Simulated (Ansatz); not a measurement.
HN (triplet). Total charge 0; spin multiplicity 3.

Cartesian coordinates in Å:
```
N -0.1134 -0.5030 -0.0658
H 0.1134 0.5030 0.0658
```

What are the harmonic wavenumbers in cm⁻¹ at PBE0-D4/def2-TZVP (Ansatz, finite differences of forces, unscaled)? (Best estimate.)

Ansatz gave: 3298.

Is this a minimum?

Yes, all 1 modes are real.
